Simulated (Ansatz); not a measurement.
Born–Oppenheimer molecular dynamics of C2H4Si (7 atoms, charge 0, multiplicity 1). It goes on from the last frame of an earlier run, with new velocities.

These are results of RKS PBE/def2-SVP (Ansatz), not measurements.

```yaml
ensemble: NVT, Nosé–Hoover chain
time_step: 0.5 fs
steps_asked: 100
set_temperature: 400 K
thermostat: time constant 50 fs, chain length 1
seed: 826110
```

Frames 2.5 fs apart, positions in Å, forces in eV/Å.

Velocities at 20.0 fs (Å/ps):

```
C -1.59 -0.26 -4.25
C -0.73 2.17 9.78
Si 1.02 -0.72 -0.30
H 9.21 -21.52 -15.88
H 3.89 3.19 -7.75
H -19.89 9.37 -20.79
H 6.00 6.16 -13.06
```

```xyz
7
Properties=species:S:1:pos:R:3:forces:R:3 time_fs=20.0 energy_less_start_eV=0.076 T=286
C -0.687 -1.837 0.461 -1.01 -3.58 0.41
C -0.456 -0.671 0.304 1.06 3.35 -0.45
Si 0.193 0.968 -0.254 -0.31 0.12 -0.71
H -0.964 -2.894 0.550 0.17 0.48 0.08
H -0.893 2.045 -0.309 0.17 -0.50 -0.23
H 1.239 1.615 0.555 0.39 -0.09 0.64
H 0.902 0.684 -1.585 -0.47 0.21 0.26
7
Properties=species:S:1:pos:R:3:forces:R:3 time_fs=22.5 energy_less_start_eV=0.079 T=284
C -0.693 -1.847 0.451 -0.54 -1.91 0.14
C -0.455 -0.659 0.328 0.61 1.26 -0.23
Si 0.195 0.966 -0.256 -0.52 -0.02 -1.19
H -0.934 -2.925 0.512 0.16 0.83 0.08
H -0.880 2.038 -0.335 0.00 -0.40 -0.21
H 1.207 1.638 0.527 0.81 0.12 0.96
H 0.902 0.705 -1.607 -0.53 0.13 0.45
7
Properties=species:S:1:pos:R:3:forces:R:3 time_fs=25.0 energy_less_start_eV=0.046 T=335
C -0.702 -1.865 0.442 0.54 2.68 -0.20
C -0.452 -0.640 0.350 -0.15 -2.17 0.02
Si 0.196 0.964 -0.260 0.10 0.34 -0.54
H -0.897 -2.915 0.479 -0.20 -0.54 0.16
H -0.866 2.009 -0.373 -0.31 -0.08 -0.15
H 1.219 1.667 0.552 0.30 -0.20 0.51
H 0.872 0.734 -1.605 -0.28 -0.03 0.19
7
Properties=species:S:1:pos:R:3:forces:R:3 time_fs=27.5 energy_less_start_eV=0.090 T=270
C -0.709 -1.871 0.432 0.85 3.69 -0.16
C -0.448 -0.631 0.372 -0.43 -3.31 -0.08
Si 0.198 0.963 -0.266 0.53 0.69 0.61
H -0.870 -2.930 0.456 -0.22 -0.45 0.15
H -0.871 1.974 -0.420 -0.47 0.17 -0.05
H 1.248 1.683 0.608 -0.38 -0.58 -0.14
H 0.825 0.761 -1.592 0.13 -0.21 -0.35
7
Properties=species:S:1:pos:R:3:forces:R:3 time_fs=30.0 energy_less_start_eV=0.089 T=274
C -0.711 -1.860 0.421 0.40 0.71 0.06
C -0.447 -0.638 0.394 -0.06 -1.64 -0.42
Si 0.200 0.963 -0.270 0.25 0.70 1.21
H -0.855 -2.964 0.442 -0.04 1.06 0.10
H -0.902 1.947 -0.471 -0.27 0.10 0.10
H 1.257 1.666 0.656 -0.65 -0.63 -0.49
H 0.786 0.776 -1.599 0.38 -0.30 -0.57
7
Properties=species:S:1:pos:R:3:forces:R:3 time_fs=32.5 energy_less_start_eV=0.056 T=326
C -0.712 -1.845 0.411 -0.10 -1.71 0.21
C -0.446 -0.652 0.414 0.60 1.26 -0.76
Si 0.203 0.965 -0.271 -0.42 0.28 0.71
H -0.844 -2.943 0.433 -0.10 0.85 0.07
H -0.948 1.926 -0.515 0.14 -0.12 0.26
H 1.228 1.614 0.678 -0.41 -0.32 -0.39
H 0.768 0.774 -1.636 0.29 -0.25 -0.10
7
Properties=species:S:1:pos:R:3:forces:R:3 time_fs=35.0 energy_less_start_eV=0.125 T=224
C -0.713 -1.838 0.401 -0.15 -1.14 0.23
C -0.443 -0.661 0.431 0.95 2.88 -0.94
Si 0.204 0.968 -0.272 -1.21 -0.46 -0.40
H -0.840 -2.882 0.430 -0.38 -1.22 0.09
H -0.986 1.898 -0.544 0.40 -0.19 0.35
H 1.178 1.544 0.679 0.29 0.25 0.15
H 0.766 0.758 -1.679 0.10 -0.12 0.53
7
Properties=species:S:1:pos:R:3:forces:R:3 time_fs=37.5 energy_less_start_eV=0.167 T=161
C -0.715 -1.836 0.393 -0.06 -0.72 0.28
C -0.434 -0.656 0.442 0.75 2.21 -1.00
Si 0.204 0.969 -0.273 -1.52 -1.03 -1.00
H -0.857 -2.881 0.432 -0.36 -1.08 0.06
H -1.003 1.860 -0.552 0.35 -0.02 0.33
H 1.144 1.487 0.688 0.80 0.66 0.57
H 0.771 0.734 -1.692 0.03 -0.02 0.76
7
Properties=species:S:1:pos:R:3:forces:R:3 time_fs=40.0 energy_less_start_eV=0.117 T=240
C -0.717 -1.838 0.386 0.02 -0.88 0.44
C -0.422 -0.641 0.449 0.14 -0.03 -0.98
Si 0.200 0.969 -0.276 -0.73 -0.98 -0.24
H -0.893 -2.935 0.437 0.01 1.02 -0.02
H -1.000 1.821 -0.541 0.01 0.32 0.21
H 1.153 1.467 0.727 0.42 0.54 0.13
H 0.779 0.708 -1.663 0.13 0.01 0.46
7
Properties=species:S:1:pos:R:3:forces:R:3 time_fs=42.5 energy_less_start_eV=0.149 T=196
C -0.718 -1.844 0.381 0.42 1.03 0.55
C -0.409 -0.625 0.451 -0.52 -2.40 -0.91
Si 0.195 0.966 -0.279 0.21 -0.53 1.10
H -0.931 -2.939 0.441 0.11 1.14 -0.03
H -0.996 1.800 -0.518 -0.28 0.57 0.07
H 1.186 1.478 0.772 -0.28 0.21 -0.58
H 0.794 0.682 -1.607 0.33 -0.02 -0.19
7
Properties=species:S:1:pos:R:3:forces:R:3 time_fs=45.0 energy_less_start_eV=0.160 T=183
C -0.718 -1.844 0.379 0.86 3.25 0.51
C -0.399 -0.621 0.448 -0.78 -3.14 -0.84
Si 0.190 0.962 -0.280 0.44 -0.01 1.73
H -0.965 -2.884 0.444 -0.19 -0.52 0.05
H -1.006 1.812 -0.489 -0.13 0.43 -0.01
H 1.204 1.503 0.786 -0.60 0.02 -0.85
H 0.829 0.655 -1.561 0.39 -0.02 -0.58
7
Properties=species:S:1:pos:R:3:forces:R:3 time_fs=47.5 energy_less_start_eV=0.062 T=338
C -0.713 -1.830 0.379 0.34 1.54 0.45
C -0.392 -0.632 0.442 -0.29 -1.20 -0.74
Si 0.186 0.958 -0.278 0.24 0.20 1.21
H -1.008 -2.851 0.448 -0.20 -0.71 0.03
H -1.023 1.848 -0.461 0.27 0.03 -0.07
H 1.190 1.530 0.750 -0.44 0.03 -0.59
H 0.886 0.627 -1.546 0.07 0.11 -0.29
```

Of the whole run (50 fs, mean temperature of the second half 257 K): The conserved energy stayed within 0.14 meV per atom of its start (net change 0.029 meV per atom), so the integration is sound. The mean temperature of the second half is 36 % below the set value. A run of 0.05 ps of so small a system gives no equilibrium averages.

The run took 32 s on 1 thread of AMD EPYC 9R45 96-Core Processor (Zen 5), with other jobs on the host, peak memory 0.11 GiB.
